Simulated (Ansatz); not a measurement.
**SiN⁺, triplet: reading a ladder of total energies**

Geometry: a PBE0/def2-TZVP stationary point for this spin.

```xyz
2

Si    0.0000    0.0000    0.0000
N     0.0000    0.0000    1.7854
```

Basis cc-pVTZ; Ansatz 0.2.0. Correlated methods freeze the noble-gas cores, which leaves 8 electrons in 58 orbitals. Prefix R: restricted or restricted open-shell reference; prefix U: unrestricted.

Full CI isn't at hand for all of this; UCCSDT(Q) serves as the reference, and is uncertain by about the last step of the cluster series.

Runs differ by some tens of microhartree through their thresholds and, for an open shell, their frozen cores, so steps under 0.03 kcal/mol mean nothing.

```
    level  total energy (hartree)
      UHF             -343.008027
     UMP2             -343.194894
    UCCSD             -343.226214
 UCCSD(T)             -343.234332
   UCCSDT             -343.235598
UCCSDT(Q)             -343.236053
```

Task: What is the correlation energy at UCCSDT(Q), and what share of it do UMP2 and UCCSD(T) recover?

Result: E(corr) = -343.236053 − (-343.008027) = -0.228026 hartree = -6.205 eV. UMP2: -0.186867 / -0.228026 = 81.95 %. UCCSD(T): -0.226305 / -0.228026 = 99.25 %.

Task: By how many kcal/mol does UCCSD(T) miss UCCSDT(Q) (1 hartree = 627.509 kcal/mol), and which steps make up the rest?

Result: -343.234332 − (-343.236053) = 0.001721 hartree = 1.08 kcal/mol. Steps: UCCSDT − UCCSD(T) = -0.79, UCCSDT(Q) − UCCSDT = -0.29 kcal/mol. Differences between like states or geometries often cancel part of this.
